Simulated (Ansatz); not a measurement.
Compare A (`C=C(C)CO`) with its isomer B (`OC1CCC1`).

Isolated molecules relaxed with PBE0-D4/def2-TZVP in Ansatz; ΔE leaves out vibrations. CCSD(T)/CBS is the MP2 limit (def2-TZVPP, def2-QZVPP) plus CCSD(T) − MP2 in def2-TZVPP, frozen cores. Functionals use def2-TZVPP. B3LYP here is the variant with VWN-RPA as its local correlation; programs differ in this. Each species was taken in one conformer, which may not be the lowest.

(1) Which isomer does CCSD(T)/CBS put lower? Give the gap. (An estimate is asked.)

(2) Give E(B) − E(A) in kcal/mol with CCSD(T)/def2-TZVPP, PBE-D4, B3LYP-D4, MP2/def2-TZVPP, ωB97M-V, B3LYP, HF/def2-TZVPP. (Estimate.)

Largest T1 diagnostic: 0.010.

Answers

(1) Ansatz gave: A, by 3.8 kcal/mol.

(2) The calculation gave: CCSD(T)/def2-TZVPP 3.6, PBE-D4 2.7, B3LYP-D4 6.8, MP2/def2-TZVPP 2.1, ωB97M-V 2.5, B3LYP 6.8, HF/def2-TZVPP 6.7. None reverses the order clearly.

From PBE to PBE0 (25 % exact exchange), in def2-TZVPP and without D4, E(B) − E(A) moves by −2.0 kcal/mol. In def2-TZVPP, CCSD(T) changes the Hartree–Fock value by −3.1 kcal/mol (the triples alone add +0.3 kcal/mol) and MP2 by −4.6 kcal/mol.
